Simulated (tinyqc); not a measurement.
Inside a calculation. Method: MP2 on RHF in the sto-3g basis, frozen core, for OH-, spin multiplicity 1. The basis has no diffuse functions, so it cannot describe the extra electron: this is an exercise in the method, not the real anion. One step of it, computed by the program tinyqc.

Task: Integrals over molecular orbitals. (pq|rs) = sum C_ip C_jq C_kr C_ls (ij|kl), one index at a time.

coefficients C:
```
              MO1        MO2        MO3        MO4       MO5        MO6
1O 1s    0.994250  -0.236254   0.112829   0.000000  0.000000   0.090548
1O 2s    0.024771   0.857396  -0.590317   0.000000  0.000000  -0.577301
1O 2px   0.000000   0.000000   0.000000   0.739000  0.673705   0.000000
1O 2py   0.000000   0.000000   0.000000  -0.673705  0.739000   0.000000
1O 2pz   0.003729   0.064631   0.546435   0.000000  0.000000  -0.965877
2H 1s   -0.006750   0.275208   0.667908   0.000000  0.000000   1.027652
```

core Hamiltonian H = T + V (hartree), lower triangle:
```
             1O 1s      1O 2s     1O 2px     1O 2py     1O 2pz      2H 1s
1O 1s   -32.156890
1O 2s    -7.479297  -8.779098
1O 2px    0.000000   0.000000  -6.945840
1O 2py    0.000000   0.000000   0.000000  -6.945840
1O 2pz   -0.014901  -0.176504   0.000000   0.000000  -7.065202
2H 1s    -1.640567  -3.406387   0.000000   0.000000  -2.403182  -4.653905
```

Two-electron integrals (ij|kl) in chemists' order, unique and non-zero (hartree):
```
(11|11) 4.785065   (21|11) 0.741380   (21|21) 0.136873   (22|11) 1.118947
(22|21) 0.256633   (22|22) 0.817206   (31|31) 0.024477   (32|31) 0.037809
(32|32) 0.180518   (33|11) 1.115814   (33|21) 0.256684   (33|22) 0.817023
(33|33) 0.880159   (41|41) 0.024477   (42|41) 0.037809   (42|42) 0.180518
(43|43) 0.047444   (44|11) 1.115814   (44|21) 0.256684   (44|22) 0.817023
(44|33) 0.785270   (44|44) 0.880159   (51|51) 0.024477   (52|51) 0.037809
(52|52) 0.180518   (53|53) 0.047444   (54|54) 0.047444   (55|11) 1.115814
(55|21) 0.256684   (55|22) 0.817023   (55|33) 0.785270   (55|44) 0.785270
(55|55) 0.880159   (61|11) 0.163803   (61|21) 0.029978   (61|22) 0.055818
(61|33) 0.055712   (61|44) 0.055712   (61|51) 0.001381   (61|52) 0.002581
(61|55) 0.056039   (61|61) 0.006651   (62|11) 0.390046   (62|21) 0.090542
(62|22) 0.318226   (62|33) 0.312891   (62|44) 0.312891   (62|51) 0.006782
(62|52) 0.051349   (62|55) 0.328594   (62|61) 0.020202   (62|62) 0.152160
(63|31) 0.009576   (63|32) 0.055371   (63|53) 0.010727   (63|63) 0.021938
(64|41) 0.009576   (64|42) 0.055371   (64|54) 0.010727   (64|64) 0.021938
(65|11) 0.277251   (65|21) 0.065204   (65|22) 0.244749   (65|33) 0.233590
(65|44) 0.233590   (65|51) 0.013866   (65|52) 0.092881   (65|55) 0.266795
(65|61) 0.015206   (65|62) 0.142146   (65|65) 0.153228   (66|11) 0.522734
(66|21) 0.123317   (66|22) 0.496206   (66|33) 0.476036   (66|44) 0.476036
(66|51) 0.012197   (66|52) 0.126402   (66|55) 0.535935   (66|61) 0.027776
(66|62) 0.295776   (66|65) 0.315569   (66|66) 0.774606
```

Give: one-electron integrals over orbitals h = C^T H C; Two-electron integrals over orbitals.

Result:

one-electron integrals over orbitals h = C^T H C (hartree), lower triangle:
```
          1        2        3        4        5        6
1  -32.1391
2    0.5837  -7.0994
3   -0.2689   0.7003  -5.8613
4    0.0000   0.0000   0.0000  -6.9458
5    0.0000   0.0000   0.0000   0.0000  -6.9458
6   -0.2167   1.0831   1.3484   0.0000   0.0000  -5.6007
```

Two-electron integrals over orbitals (pq|rs), unique and non-zero (hartree); the lowest 1 orbital is frozen and left out:
```
(22|22) 0.7247    (32|22) -0.0210   (32|32) 0.1498    (33|22) 0.6427
(33|32) -0.0307   (33|33) 0.6663    (42|42) 0.1459    (43|42) -0.0538
(43|43) 0.0477    (44|22) 0.7470    (44|32) -0.1009   (44|33) 0.6437
(44|44) 0.8802    (52|52) 0.1459    (53|52) -0.0538   (53|53) 0.0477
(54|54) 0.0474    (55|22) 0.7470    (55|32) -0.1009   (55|33) 0.6437
(55|44) 0.7853    (55|55) 0.8802    (62|22) -0.1117   (62|32) -0.0177
(62|33) -0.0120   (62|44) -0.1205   (62|55) -0.1205   (62|62) 0.1091
(63|22) -0.0938   (63|32) 0.1194    (63|33) -0.0631   (63|44) -0.1485
(63|55) -0.1485   (63|62) 0.0429    (63|63) 0.1582    (64|42) -0.0428
(64|43) -0.0068   (64|64) 0.0386    (65|52) -0.0428   (65|53) -0.0068
(65|65) 0.0386    (66|22) 0.6845    (66|32) 0.0350    (66|33) 0.6461
(66|44) 0.6653    (66|55) 0.6653    (66|62) -0.0877   (66|63) -0.0368
(66|66) 0.7234
```
